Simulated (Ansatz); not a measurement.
Correlation energies of C3H6FNO, SMILES `C=NC(F)OC` by basis set

Cartesian coordinates in Å:
```
C -1.874 -0.465 -1.081
N -0.658 -0.413 -0.762
C -0.294 -0.263 0.611
F -1.359 -0.054 1.441
O 0.524 0.828 0.784
C 1.815 0.658 0.239
H -2.132 -0.570 -2.134
H -2.692 -0.408 -0.358
H 0.197 -1.194 0.936
H 2.376 1.557 0.489
H 1.779 0.536 -0.846
H 2.317 -0.212 0.681
```

Total charge 0; spin multiplicity 1. The structure was optimised at the PBE0-D4/def2-TZVP level. It is one conformer, not always the lowest. Frozen core, restricted reference, Ansatz 0.2.0. CBS rows extrapolate triple and quadruple zeta; past MP2 they add the triple-zeta difference.

```
     basis     HF (Eh)  MP2 corr.  CCSD corr.       (T)  CCSD(T) total
def2-TZVPP           ?   -1.17918           ?  -0.04780              ?
def2-QZVPP           ?   -1.26844           –         –              –
 CBS(def2)  -345.97288   -1.33455           ?     as TZ              ?
```

(1) Fill in the withheld values. (Best estimate.)

Results:

(1) The calculation gave: def2-TZVPP HF (Eh): -345.95516; def2-TZVPP CCSD corr.: -1.21136; def2-TZVPP CCSD(T) total: -347.21432; def2-QZVPP HF (Eh): -345.97074; CBS(def2) CCSD corr.: -1.36673; CBS(def2) CCSD(T) total: -347.38741.
